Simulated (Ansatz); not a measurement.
**AlSiH (singlet): wave-function methods side by side at angle Al2–Si1–H3 = 125.5°, cc-pVTZ**

The task here is to estimate one member of a computed series from the others.

Program: Ansatz 0.2.0, Gaussian basis. Level of theory: cc-pVTZ, core rule «outside noble gas», up to 10 orbitals frozen. These are calculated values, not measurements.

The runs, in order: UHF; CCSD(T) on RHF; CCSD(T) on UHF; BCCD(T) on RHF; CISD; CCSDT(Q) on RHF; CASSCF and NEVPT2, 8 electrons in 9 orbitals.

17 further runs of the same task are left out: 2 for a known fault of the program, 9 that didn't finish, 6 set aside as unsound or not needed.

## What is computed

The geometry derives from a PBE0/def2-TZVP stationary point (not a proven minimum). One angle is set to the value named; bond lengths are kept.

3 atoms, charge 0, spin multiplicity 1.

Atoms are counted from 1 here; the program's logs count them from 0.

Bond lengths: Si1–Al2 2.647 Å, Si1–H3 1.545 Å. Angles: Al2–Si1–H3 125.5°.

As a file:

```xyz
3
AlHSi
Si    0.0000    0.4487    1.1747
Al    0.0000   -0.5399   -1.2802
H     0.0000    1.9505    1.5372
```

Set-up of the first run:

in.yaml reads:

```yaml
crystal:
  periodic: [false, false, false]
  atoms:
    - {symbol: Si, position_ang: [0.000000, 0.448659, 1.174740]}
    - {symbol: Al, position_ang: [0.000000, -0.539881, -1.280228]}
    - {symbol: H, position_ang: [0.000000, 1.950544, 1.537165]}
basis:
  gaussian: {orbitals: cc-pVTZ}
magnetization: {spin_polarized: true, initial_magnetization: 0}
hamiltonian: {xc: hf}
output: {orbitals: {seedname: orbitals}}
```

Launch:

```
$ ansatz run in.yaml --threads 1 --pin off --events-out ev --progress --plain --max-ram 2393MiB
```

Steps of the session up to this table: UHF; CCSD(T) on RHF; CCSD(T) on UHF; BCCD(T) on RHF; CISD; CCSDT(Q) on RHF; CASSCF and NEVPT2, 8 electrons in 9 orbitals.

One of the session's tables, all rows but one given; the rest of the session is left out.

It belongs to the step «Misses and costs». 

| method | from RCCSDT(Q) (kJ/mol) |
| --- | --- |
| RHF | +525.7 |
| UHF | +438.4 |
| RMP2 | +131.6 |
| UMP2 | +107.3 |
| CISD | +77.8 |
| RCCSD | ? |
| UCCSD | +1.5 |
| RCCSD(T) | +10.1 |
| UCCSD(T) | -19.9 |
| BCCD(T) | +10.0 |
| RCCSDT | +3.2 |
| RCCSDT(Q) | 0 |
| CASSCF valence | +316.8 |
| NEVPT2 valence | +102.5 |

Estimate the missing values for RCCSD.

As computed: from RCCSDT(Q) (kJ/mol): +31.9. In the column «from RCCSDT(Q) (kJ/mol)» it lies between RCCSD(T) (+10.1) and CISD (+77.8).

The program flags UCCSD(T) as in doubt (see the logs), so those rows may rest on another solution; read them beside their warnings.

Limits of these values: The determinant is far from a pure spin state, so its energy mixes those of several spin states (harmless only where they are near-degenerate, as at dissociation). The program flags UCCSD(T) as in doubt, so those rows may rest on another solution; read them beside their warnings. Warnings: restricted reference is unstable; spin contamination. Restricted and unrestricted rows rest on different reference determinants; where their highest levels disagree by more than a few hundredths of an eV, they describe different states and don't form one ladder.
